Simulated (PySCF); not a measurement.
# Solvent effects on NMR parameters

Atoms are numbered as in `[CH:1]#[C:2][C:3]([CH3:4])([CH3:5])[F:6]`. Each H is labelled by its parent atom.

GIAO PBE0/pcSseg-1 in PySCF 2.14.0 with density-fitted response routines on one PBE0-D3(BJ)/def2-SVP conformer, non-relativistic, equivalent nuclei averaged. Solvents enter as an IEF-PCM continuum (chloroform with ε = 4.7, water with ε = 78.4) around the gas-phase geometry. Shifts are referred to TMS, CFCl3 computed in the same medium.

Gas phase, δ in ppm: C2 88.0, C3 85.0, C1 80.2, C4/C5 30.9, F6 -162.4, H(C1) 2.44, H(C4)/H(C5) 1.53. Dipole moment 1.94 D.

Task: How does each δ change in the continuum?

Result: 
```json
{"atoms": "C2", "environment": "alkyne carbon", "Δδ, chloroform": "+1.2", "Δδ, water": "+1.7"}
{"atoms": "C3", "environment": "propargylic fully substituted sp3 carbon bonded to F", "Δδ, chloroform": "+2.2", "Δδ, water": "+3.1"}
{"atoms": "C1", "environment": "terminal alkyne carbon", "Δδ, chloroform": "+1.9", "Δδ, water": "+2.8"}
{"atoms": "C4/C5", "environment": "methyl carbon", "Δδ, chloroform": "+0.4", "Δδ, water": "+0.6"}
{"atoms": "F6", "environment": "fluorine on an sp3 carbon", "Δδ, chloroform": "-2.4", "Δδ, water": "-3.2"}
{"atoms": "H(C1)", "environment": "hydrogen on a terminal alkyne carbon", "Δδ, chloroform": "+0.38", "Δδ, water": "+0.54"}
{"atoms": "H(C4)/H(C5)", "environment": "hydrogen on a methyl carbon", "Δδ, chloroform": "+0.09", "Δδ, water": "+0.13"}
```

Changes are relative to the gas phase. The dipole moment becomes 2.30 D in chloroform, 2.47 D in water.

Task: Which nuclei move most (in ppm), and what does the model miss?

Result: F6 (fluorine on an sp3 carbon, -3.2 ppm) in water. A continuum only polarises the solute; specific hydrogen bonds, the anisotropy of aromatic solvents and changes of geometry or conformer are outside it.
